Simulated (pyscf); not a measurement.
PySCF, gas phase, ωB97X-D3(BJ)/def2-SVP geometries.

Task: What is the homolytic dissociation enthalpy (298 K, ωB97M-D3(BJ)/def2-TZVP) of the F–Sn bond of F–SnH₂–SnH₃, to F• + •H₂Sn–SnH₃?

Result: F–Sn to F• + •H₂Sn–SnH₃: 471.5 kJ/mol. The 7 functionals that were run give +462.2 (PBE0-D3(BJ)) to +487.6 kJ/mol (PBE). Other isomers of •H₂Sn–SnH₃ were not searched in full and may lie lower. Left out: the spin-orbit lowering of F. Elements past Kr carry the def2 core potentials, without spin-orbit coupling.
